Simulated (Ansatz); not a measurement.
# C₄H₈O: one species, many methods

An exercise on one series of results from a longer session: the logs are not shown, and one member is left open.

Program: Ansatz 0.2.0, Gaussian basis. Level of theory: functionals in def2-TZVPP, the program's frozen cores in correlated methods. These are calculated values, not measurements.

Levels to be run: PBE-D4, r2SCAN-D4, PBE0-D4, B3LYP-D4, ωB97X-V, ωB97M-V, B2PLYP; CCSD(T)/def2-TZVPP; MP2/def2-QZVPP; extrapolation to the limit.

## The relaxed structure

All runs share one geometry, relaxed beforehand with PBE0-D4 in a triple-zeta def2 set.

13 atoms, charge 0, spin multiplicity 1.

Atoms are counted from 1 here; the program's logs count them from 0.

Bond lengths: C1–C2 1.520 Å, C1–H6 1.092 Å, C1–H7 1.094 Å, C1–H8 1.091 Å, C2–C3 1.518 Å, C2–H9 1.094 Å, C2–H10 1.094 Å, C3–C4 1.499 Å, C3–H11 1.099 Å, C3–H12 1.099 Å, C4–O5 1.201 Å, C4–H13 1.113 Å. Angles: C2–C1–H6 111.1°, C2–C1–H7 111.1°, C2–C1–H8 111.1°, H6–C1–H7 107.6°, H6–C1–H8 107.8°, H7–C1–H8 108.1°, C1–C2–C3 113.0°, C1–C2–H9 109.7°, C1–C2–H10 109.6°, C3–C2–H9 108.7°, C3–C2–H10 108.7°, H9–C2–H10 106.8°, C2–C3–C4 115.1°, C2–C3–H11 111.8°, C2–C3–H12 111.7°, C4–C3–H11 107.4°, C4–C3–H12 105.7°, H11–C3–H12 104.6° and more.

As a file:

```xyz
13
C4H8O
C    -1.35883    0.24756    0.76879
C     0.15739    0.34347    0.81754
C     0.84174   -0.54576   -0.20437
C     0.73009   -0.08332   -1.62634
O     0.23966    0.95416   -1.97926
H    -1.81697    0.88807    1.52528
H    -1.69437   -0.77693    0.95560
H    -1.74017    0.55773   -0.20552
H     0.51308    0.07051    1.81532
H     0.46548    1.37847    0.64495
H     0.46446   -1.57678   -0.16445
H     1.91900   -0.63735   -0.00568
H     1.16463   -0.78123   -2.37655
```

Set-up of the first run:

in.yaml

```yaml
crystal:
  periodic: [false, false, false]
  atoms:
    - {symbol: C, position_ang: [-1.358826, 0.247564, 0.768787]}
    - {symbol: C, position_ang: [0.157393, 0.343472, 0.817537]}
    - {symbol: C, position_ang: [0.841737, -0.545759, -0.204367]}
    - {symbol: C, position_ang: [0.730092, -0.083325, -1.626338]}
    - {symbol: O, position_ang: [0.239655, 0.954159, -1.979261]}
    - {symbol: H, position_ang: [-1.816966, 0.888074, 1.525282]}
    - {symbol: H, position_ang: [-1.694371, -0.776931, 0.955598]}
    - {symbol: H, position_ang: [-1.740170, 0.557732, -0.205519]}
    - {symbol: H, position_ang: [0.513076, 0.070508, 1.815321]}
    - {symbol: H, position_ang: [0.465483, 1.378472, 0.644950]}
    - {symbol: H, position_ang: [0.464462, -1.576783, -0.164454]}
    - {symbol: H, position_ang: [1.919000, -0.637350, -0.005683]}
    - {symbol: H, position_ang: [1.164633, -0.781230, -2.376552]}
basis:
  gaussian: {orbitals: def2-TZVPP}
hamiltonian: {xc: pbe, dispersion: d4}
output: {forces: true, orbitals: {seedname: orbitals}}
```

Steps of the session up to this table: PBE-D4 (GGA); r2SCAN-D4 (meta-GGA); PBE0-D4 (hybrid); B3LYP-D4 (hybrid); ωB97X-V (range-separated); ωB97M-V (range-separated); B2PLYP (double hybrid); CCSD(T) in def2-TZVPP; MP2 in def2-QZVPP.

One of the session's tables, all rows but one given; the rest of the session is left out.

It belongs to the step «Atomisation energies». 

| method | atoms, summed (eV) | atomisation energy (kcal/mol) |
| --- | --- | --- |
| PBE-D4 | -6263.802 | 1296.5 |
| r2SCAN-D4 | -6269.223 | 1269.6 |
| PBE0-D4 | -6265.378 | 1274.2 |
| B3LYP-D4 | ? | ? |
| ωB97X-V | -6271.102 | 1267.6 |
| ωB97M-V | -6269.928 | 1269.5 |
| B2PLYP | -6268.114 | 1255.6 |
| HF/def2-TZVPP | -6247.299 | 937.7 |
| MP2/def2-TZVPP | -6258.350 | 1255.9 |
| CCSD/def2-TZVPP | -6261.024 | 1219.9 |
| CCSD(T)/def2-TZVPP | -6261.322 | 1237.4 |
| MP2/CBS | -6260.384 | 1283.7 |
| CCSD(T)/CBS | -6263.356 | 1265.2 |

**Question.** Estimate the row for B3LYP-D4.

**Answer.** atoms, summed (eV): -6273.624; atomisation energy (kcal/mol): 1267.2. In the column «atoms, summed (eV)» it is the lowest.

To keep in mind: Free atoms (4 C, 1 O, 8 H) were run apart at each level; the atomisation energy is their sum less the molecule, without zero-point or spin-orbit terms.
